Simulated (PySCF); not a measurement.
Level of theory: PySCF with PBE-D3(BJ)/def2-TZVP // B3LYP-D3(BJ)/def2-TZVP. Isolated molecules, 0 K electronic values unless said otherwise. 

Reference species (SMILES): `C=CC#N` (neutral, multiplicity 1).

```json
{
  "LUMO": "-2.69 eV",
  "dipole_moment": "3.88 D",
  "HOMO": "-7.34 eV"
}
```

After one change: the LUMO falls by 0.04 eV; the dipole moment drops by 2.24 D; the HOMO rises by 1.42 eV.

Name the change that produced these shifts. The new species is one of these.
A. `[H]/N=C\C#C`
B. `C#CN=C`
C. `N=c1cc1`
D. `C=C=C=N`

B, `C#CN=C`
